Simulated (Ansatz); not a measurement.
# Relaxing P

All numbers below come from DFT r2SCAN, scalar-relativistic, plane waves, PAW in Ansatz. Cutoff 500 eV, Γ-centred k mesh, Gaussian smearing, no spin polarisation in the final step.

The start puts P on the hcp structure type (P6_3/mmc, No. 194), at a guessed volume.

```
CELL_PARAMETERS angstrom
3.49548 0.00000 0.00000
-1.74774 3.02717 0.00000
0.00000 0.00000 5.67334
ATOMIC_POSITIONS crystal
P 0.33333 0.66667 0.25000
P 0.66667 0.33333 0.75000
```

Cell and atoms relax at zero pressure; the relaxation can't lower the symmetry of the start. After a coarse first stage the cell is made exact in the group found at 0.06 Å.

Energies count from the standard state of P at the same level.

Task: What does it relax into?

Result: It keeps P6_3/mmc (No. 194), but not the shape of the type it started on. Conventional cell: a = 3.296 Å, c = 3.210 Å. P has 6 P at 2.49 Å.

Space group P6_3/mmc (No. 194). a = 3.296 Å, b = 3.296 Å, c = 3.210 Å, α = 90.00°, β = 90.00°, γ = 120.00°
```json
{"atom": "P", "site": "2c", "symmetry": "-6m2", "x": "0.3333", "y": "0.6667", "z": "0.2500"}
```

Task: What are its volume, energy, density and gap?

Result: The volume per atom is 15.10 Å³, the density is 3.41 g/cm³ and the energy over the standard structure is 0.51 eV/atom. The gap on the 21×21×18 mesh is 0 eV (a metal).

The final run used a 21×21×18 mesh on its 2-atom cell and 0.10 eV smearing. The k mesh leaves about 4 meV/atom of noise in metals. A structure relaxed within its symmetry needn't be a true minimum. The steps took roughly 2.4 core-minutes in all.